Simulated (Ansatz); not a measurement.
```yaml
crystal:
  periodic: [false, false, false]
  atoms:
    - {symbol: B, position_ang: [0.189830, 1.144374, -0.525437]}
    - {symbol: C, position_ang: [0.390310, -0.489134, -0.050994]}
    - {symbol: N, position_ang: [-0.508384, -1.184748, 0.884768]}
    - {symbol: H, position_ang: [1.092831, 1.374161, -0.229436]}
    - {symbol: H, position_ang: [-0.651812, 1.539006, 0.157653]}
    - {symbol: H, position_ang: [0.171442, 1.111267, -1.666701]}
    - {symbol: H, position_ang: [1.003355, -1.187759, -0.646013]}
    - {symbol: H, position_ang: [-0.533032, -2.141320, 0.887821]}
    - {symbol: H, position_ang: [-1.202137, -0.439472, 1.178860]}
basis:
  gaussian: {orbitals: aug-pcseg-2}
hamiltonian: {xc: {name: r2SCAN50}, dispersion: d3bjatm}
scf: {lower_state_search: light}
relax: {f_tol: 0.0001, max_steps: 1}
```

```sh
$ ansatz run in.yaml --threads 2 --pin off --events-out ev --progress --plain --max-ram 4352MiB
```

It prints (some lines left out):

```
Functional definition: r2SCAN50
1044 factors; their error is unknown
mean field evaluation 1: about -3291.5246 eV, gradient 4.2e1 eV
mean field evaluation 2: about -3294.1812 eV, gradient 2.7e1 eV
mean field evaluation 4: about -3295.9705 eV, gradient 1.5e0 eV
mean field evaluation 8: about -3295.9760 eV, gradient 6.4e-2 eV
mean field evaluation 16: about -3295.9896 eV, gradient 1.2e-4 eV
mean field -3295.98959737 eV, -121.1253836012 hartree, gradient 2.2e-5 eV, S^2 0.000000; 0 other end points of the search recorded, 0 dependent functions left out
reference -3295.98960847 eV, -121.1253840094 hartree; 12, 12 occupied and 264, 264 virtual orbitals, 1044 factors
relax step   1: F+E_penalty+E_count = -3296.03057621 eV  Δ(F+E_penalty+E_count) = +0.000e0 eV  max|allowed force component| = 8.721e0 eV/Å  Δτ_max = 0.0000 Å  (34 SCF iters, accepted)
Error: geometry relaxation did not converge after 1 steps: max|allowed force component| = 8.72e0 eV/Å (threshold 1.0e-4). Raise `relax.max_steps` over both its present limit and 1, loosen `relax.f_tol`, or start from a geometry closer to equilibrium. Where this run's directory can be resumed (`checkpoint.write`), a resume goes on for up to `relax.max_steps` more
```

Something in this input is off. What?

The relaxation is allowed too few steps for its threshold. The calculation stopped without meeting its thresholds.
